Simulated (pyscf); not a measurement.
PySCF, gas phase, ωB97X-D3(BJ)/def2-SVP geometries.

Problem. How much does it cost (ΔH, 298 K, ωB97M-D3(BJ)/def2-TZVP) to split `[SH][C]1=[CH][CH]=[CH][CH]=[CH]1` at its C–S bond into SH• + cyclic C₆H₅ (SMILES [c]1ccccc1) [doublet]?

Solution. C–S to SH• + cyclic C₆H₅ (SMILES [c]1ccccc1) [doublet]: 88.5 kcal/mol. The 7 functionals that were run give +83.0 (r²SCAN) to +89.8 kcal/mol (ωB97X-D3(BJ)/def2-TZVP). Other isomers of cyclic C₆H₅ (SMILES [c]1ccccc1) [doublet] were not searched in full and may lie lower. Left out: the spin-orbit lowering of SH.
